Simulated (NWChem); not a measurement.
Species: CHO cation

```xyz
3

C      0.0000     0.0000    -0.5086
O      0.0000     0.0000     0.5958
H      0.0000     0.0000    -1.6198
```
Atoms are numbered in this order, from 1.

Structure relaxed at the PBE0/def2-SVP level. B3LYP is NWChem's, with the RPA form of VWN correlation.

Task: List the 6 lowest vertical singlet excitations and the 6 lowest triplet ones from B3LYP/6-31G* (spherical d), full TDDFT (NWChem).

Result: 
```json
[
 {"state": "S1", "energy (eV)": "9.57", "oscillator strength": "0.000", "leading excitation (squared amplitude)": "HOMO−1 → LUMO+1 (0.50)"},
 {"state": "S2", "energy (eV)": "9.94", "oscillator strength": "0.000", "leading excitation (squared amplitude)": "HOMO−1 → LUMO+1 (0.50)"},
 {"state": "S3", "energy (eV)": "9.94", "oscillator strength": "0.000", "leading excitation (squared amplitude)": "HOMO−1 → LUMO (0.50)"},
 {"state": "S4", "energy (eV)": "11.58", "oscillator strength": "0.004", "leading excitation (squared amplitude)": "HOMO−2 → LUMO (0.99)"},
 {"state": "S5", "energy (eV)": "11.58", "oscillator strength": "0.004", "leading excitation (squared amplitude)": "HOMO−2 → LUMO+1 (0.99)"},
 {"state": "S6", "energy (eV)": "14.03", "oscillator strength": "0.003", "leading excitation (squared amplitude)": "HOMO → LUMO+2 (0.90)"},
 {"state": "T1", "energy (eV)": "7.29", "oscillator strength": "spin-forbidden", "leading excitation (squared amplitude)": "HOMO−1 → LUMO (0.51)"},
 {"state": "T2", "energy (eV)": "8.26", "oscillator strength": "spin-forbidden", "leading excitation (squared amplitude)": "HOMO−1 → LUMO+1 (0.50)"},
 {"state": "T3", "energy (eV)": "8.26", "oscillator strength": "spin-forbidden", "leading excitation (squared amplitude)": "HOMO−1 → LUMO (0.50)"},
 {"state": "T4", "energy (eV)": "9.57", "oscillator strength": "spin-forbidden", "leading excitation (squared amplitude)": "HOMO−1 → LUMO+1 (0.50)"},
 {"state": "T5", "energy (eV)": "10.18", "oscillator strength": "spin-forbidden", "leading excitation (squared amplitude)": "HOMO−2 → LUMO (1.00)"},
 {"state": "T6", "energy (eV)": "10.18", "oscillator strength": "spin-forbidden", "leading excitation (squared amplitude)": "HOMO−2 → LUMO+1 (1.00)"}
]
```
